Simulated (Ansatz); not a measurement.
## Molecular dynamics, step by step

NH₃Cl (SMILES [Cl-].N) (charge -1), singlet, PBE0-D4/def2-SVPD (Ansatz 0.2.0). Settings (timestep in fs, temperature in K; T counts 9 degrees of freedom):

```yaml
hamiltonian: {xc: pbe0, dispersion: d4}
md: {n_steps: 80, timestep: 0.75, temperature: 700, ensemble: nvt_nose_hoover, seed: 267, initial_velocities: maxwell_boltzmann}
```

Start (the SMILES describes the start alone):

| atom | x (Å) | y (Å) | z (Å) |
| --- | --- | --- | --- |
| Cl1 | 0.2505 | -0.2506 | -2.5268 |
| N2 | 0.0361 | -0.1687 | 0.8177 |
| H3 | 0.5025 | 0.7168 | 0.9895 |
| H4 | 0.1653 | -0.3307 | -0.1932 |
| H5 | -0.9545 | 0.0333 | 0.9128 |

| step | time (fs) | potential energy less the start (meV) | kinetic energy (meV) | T (K) |
| --- | --- | --- | --- | --- |
| 0 | 0.00 | 0.0 | 271.4 | 700 |
| 5 | 3.75 | 173.6 | 103.7 | 268 |
| 10 | 7.50 | 168.4 | 110.5 | 285 |
| 15 | 11.25 | 80.6 | 194.9 | 503 |
| 20 | 15.00 | 130.9 | 144.0 | 371 |
| 25 | 18.75 | 130.9 | 146.2 | 377 |
| 30 | 22.50 | 190.6 | 90.1 | 232 |
| 35 | 26.25 | 167.7 | 110.0 | 284 |
| 40 | 30.00 | 73.2 | 203.4 | 525 |
| 45 | 33.75 | 190.5 | 92.9 | 239 |
| 50 | 37.50 | 252.6 | 35.1 | 91 |
| 55 | 41.25 | 133.2 | 152.5 | 393 |
| 60 | 45.00 | 123.4 | 162.0 | 418 |
| 65 | 48.75 | 173.9 | 115.0 | 297 |
| 70 | 52.50 | 193.0 | 102.8 | 265 |
| 75 | 56.25 | 164.0 | 130.6 | 337 |
| 80 | 60.00 | 71.9 | 223.8 | 577 |

Step 35, positions (Å) and forces (eV/Å):

| atom | x | y | z | Fx | Fy | Fz |
| --- | --- | --- | --- | --- | --- | --- |
| Cl1 | 0.247 | -0.255 | -2.568 | 0.019 | 0.015 | 0.105 |
| N2 | 0.039 | -0.161 | 0.896 | -2.013 | -1.275 | 0.282 |
| H3 | 0.335 | 0.624 | 1.408 | 1.300 | 1.291 | 0.359 |
| H4 | 0.400 | -0.272 | -0.036 | 0.869 | 0.348 | -0.772 |
| H5 | -0.923 | 0.109 | 0.686 | -0.175 | -0.378 | 0.026 |

Step 60, positions (Å) and forces (eV/Å):

```json
{"atom": "Cl1", "x": "0.248", "y": "-0.255", "z": "-2.586", "Fx": "0.027", "Fy": "0.009", "Fz": "0.150"}
{"atom": "N2", "x": "0.033", "y": "-0.163", "z": "0.945", "Fx": "-0.911", "Fy": "-0.843", "Fz": "-1.326"}
{"atom": "H3", "x": "0.347", "y": "0.682", "z": "1.374", "Fx": "0.947", "Fy": "0.721", "Fz": "0.037"}
{"atom": "H4", "x": "0.433", "y": "-0.310", "z": "-0.024", "Fx": "-0.094", "Fy": "0.515", "Fz": "1.060"}
{"atom": "H5", "x": "-0.923", "y": "0.111", "z": "0.690", "Fx": "0.031", "Fy": "-0.402", "Fz": "0.079"}
```

Step 65, positions (Å) and forces (eV/Å):

```json
{"atom": "Cl1", "x": "0.248", "y": "-0.254", "z": "-2.589", "Fx": "0.009", "Fy": "0.004", "Fz": "0.120"}
{"atom": "N2", "x": "0.033", "y": "-0.162", "z": "0.944", "Fx": "-1.053", "Fy": "0.643", "Fz": "2.818"}
{"atom": "H3", "x": "0.368", "y": "0.714", "z": "1.361", "Fx": "0.466", "Fy": "-0.476", "Fz": "-0.600"}
{"atom": "H4", "x": "0.382", "y": "-0.340", "z": "0.052", "Fx": "1.429", "Fy": "-0.048", "Fz": "-2.288"}
{"atom": "H5", "x": "-0.915", "y": "0.087", "z": "0.726", "Fx": "-0.851", "Fy": "-0.123", "Fz": "-0.050"}
```

Last step (80):

```tsv
atom	x (Å)	y (Å)	z (Å)
Cl1	0.2511	-0.2530	-2.5930
N2	0.0223	-0.1612	0.9670
H3	0.5030	0.7295	1.1353
H4	0.3644	-0.3445	-0.0079
H5	-0.9823	0.0138	0.8350
```

The run took about 46 s on 2 CPU threads of an Arm Neoverse V2 (shared host).
